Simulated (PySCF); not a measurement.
Species: C5H9P.
Atom-mapped SMILES: `[CH2:1]=[CH:2][P:3]=[C:4]([CH3:5])[CH3:6]` (hydrogens: H7, H8 on C1; H9 on C2; H10, H11, H12 on C5; H13, H14, H15 on C6)

Geometry (GFN2-xTB, Å), atoms numbered from 1 in this order:
```
atom  x, y, z in Å
C1     3.1905    0.0664   -0.1355
C2     1.8907    0.3325   -0.2058
P3     0.7170   -0.9640   -0.6804
C4    -0.8128   -0.3149   -0.3776
C5    -1.9835   -1.1916   -0.7098
C6    -1.1990    1.0140    0.1860
H7     3.5742   -0.9205   -0.3382
H8     3.9181    0.8170    0.1305
H9     1.5366    1.3358   -0.0107
H10   -2.6267   -0.7048   -1.4448
H11   -1.6565   -2.1481   -1.1127
H12   -2.5872   -1.3764    0.1801
H13   -1.8543    0.8711    1.0470
H14   -1.7615    1.5805   -0.5592
H15   -0.3501    1.6110    0.5035
```

Computed with TDDFT B3LYP/def2-SVPD, vertical, gas phase, core orbitals frozen in the response in PySCF. GFN2-xTB frequencies show an imaginary mode (60i cm⁻¹), so this geometry is no minimum at that level.

Kohn–Sham orbitals with the atoms that hold most of them (Löwdin shares over 4%, at most four atoms; ? is withheld):

```csv
orbital,ε (eV),atoms
HOMO-3,-9.10,"P3 19%, C4 19%, C2 13%, C5 12%"
HOMO-2,-8.43,"C2 38%, C1 28%, P3 15%, C4 5%"
HOMO-1,-7.16,?
HOMO,-6.20,"C4 31%, P3 27%, C1 13%, C2 10%"
LUMO,-1.60,?
LUMO+1,0.16,"C2 30%, P3 24%, C1 21%, H7 6%"
LUMO+2,0.43,"C6 22%, C5 14%, H14 9%, H13 9%"
```

(1) Which atoms hold the LUMO, and with what shares?

(2) Give the leading atoms of the HOMO-1.

(3) How does S1 compare with the orbital gap of 4.61 eV?

(4) Give energy, strength and leading configuration of S1, S2, S3 and S7, and follow the Löwdin shares of the leading atoms from the occupied to the empty orbital.

## Answers

(1) C4 (bonded to 2 C and P) 28%; P3 (bonded to 2 C) 25%; C1 (bonded to C and 2 H) 16%; C2 (bonded to C, P and H) 12%. By element: carbon 56% or more, phosphorus 25%.

(2) P3 (bonded to 2 C) 60%; C2 (bonded to C, P and H) 16%; C4 (bonded to 2 C and P) 11%. By element: phosphorus 60%, carbon 26% or more.

(3) S1 is at 4.45 eV (f = 0.026), 0.15 eV below the gap, made of HOMO-1→LUMO (92%). Its leading pair isn't HOMO and LUMO; the energies of that pair differ by 5.57 eV. 

(4) 
- S1 (4.45 eV, f 0.026), HOMO-1→LUMO (92%): P3 60% → 25%, C2 16% → 12%, C4 11% → 28%
- S2 (4.65 eV, f 0.417), HOMO→LUMO (88%): C4 31% → 28%, P3 27% → 25%
- S3 (5.57 eV, f 0.0081), HOMO→LUMO+1 (77%): C4 31% → at most 6%, P3 27% → 24%, C2 10% → 30%
- S7 (6.33 eV, f 0.015), HOMO-1→LUMO+1 (94%): P3 60% → 24%, C2 16% → 30%

One conformer stands for the species.
